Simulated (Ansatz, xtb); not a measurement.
System: CH$_{2}$O$_{2}$, net charge -1, doublet state. SMILES of the parent species: O=CO
Geometry from a B3LYP-D3(BJ)/def2-TZVP (Ansatz, a first-principles code) optimisation:
```
C
O 1 1.2746
H 1 1.1271 2 119.72
O 1 1.4844 3 105.13 2 -131.40
H 4 0.9692 1 100.19 3 137.37
```
Charge -1, spin multiplicity 2.

Harmonic wavenumbers from GFN2-xTB (xtb, at its own minimum), cm⁻¹: 331, 476, 810, 873, 1095, 1259, 1434, 2511, 3555.

Give the harmonic wavenumbers at B3LYP-D3(BJ)/def2-TZVP (Ansatz, finite differences of forces, unscaled).

297, 503, 768, 1016, 1155, 1253, 1462, 2567, 3682 cm⁻¹. Zero-point energy 18.2 kcal/mol.

From these and the geometry, give the ideal-gas thermochemistry at 298.15 K and 1 atm (rigid rotor, harmonic oscillator).

Point group C1, rotational symmetry number 1. Rotational constants 61.01, 11.25, 9.661 GHz. S(trans) 37.40, S(rot) 21.41, S(vib) 2.51, S(elec, spin only) 1.38, S 62.7 cal/(mol K). H(298) - H(0) 2.88 kcal/mol; G - E(el) 2.3 kcal/mol.
